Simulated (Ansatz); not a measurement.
Process, species as SMILES: ClCl (Cl2) + [H][H] (H2) → 2 Cl (HCl)
B3LYP-D3(BJ)/def2-TZVP geometries, fixed; electronic energies without zero-point terms.

Basis-set convergence of the energy of full hydrogenation at CCSD(T) with Ansatz (a program for electronic structure). Cartesian d functions, on some or all atoms, in 6-31G*, 6-31G**, 6-311G**; all else is spherical. Cores are frozen. No added dispersion term, no relativity. Functions are those of the species that has most. Reference: Hartree-Fock in aug-cc-pV(Q+d)Z plus the correlation part extrapolated as X^-3 from aug-cc-pV(T+d)Z and aug-cc-pV(Q+d)Z, -46.33 kcal/mol, itself unsure by roughly 0.23 kcal/mol (a third of the extrapolation step and of the last Hartree-Fock step). Deviations are taken from unrounded values.

| basis | functions |
|---|---|
| STO-3G | 18 |
| 3-21G | 26 |
| 6-31G | 26 |
| def2-SV(P) | 36 |
| def2-SVP | 36 |
| 6-31G* | 38 |
| 6-31G** | 38 |
| cc-pV(D+d)Z | 46 |
| 6-311G** | 54 |
| def2-TZVP | 74 |
| cc-pV(T+d)Z | 78 |
| def2-TZVPP | 84 |
| cc-pV(Q+d)Z | 128 |
| def2-QZVPP | 140 |
| cc-pV(5+d)Z | 200 |

Question: Which is the smallest set listed that can be trusted to 4 kcal/mol here, that is, within that of the reference together with its larger relatives (same family, alike in diffuse functions; a set with none to test it counts only in the reference's own line)?

Answer: The smallest set listed that lies within 4 kcal/mol of the reference with all its larger relatives (same family, alike in diffuse functions; a set with none counts only in the reference's own line) is def2-TZVP (74 functions, 1.77 kcal/mol off). Inside the window by cancellation, since a larger relative falls out: 3-21G, 6-31G, 6-31G**. Value minus reference: STO-3G 28.10, 3-21G 0.55, 6-31G 1.92, def2-SV(P) 8.93, def2-SVP -4.93, 6-31G* 4.90, 6-31G** -2.91, cc-pV(D+d)Z -5.17, 6-311G** -8.06, def2-TZVP 1.77, cc-pV(T+d)Z -0.91, def2-TZVPP -1.59, cc-pV(Q+d)Z -0.47, def2-QZVPP -0.43, cc-pV(5+d)Z 0.04 kcal/mol.
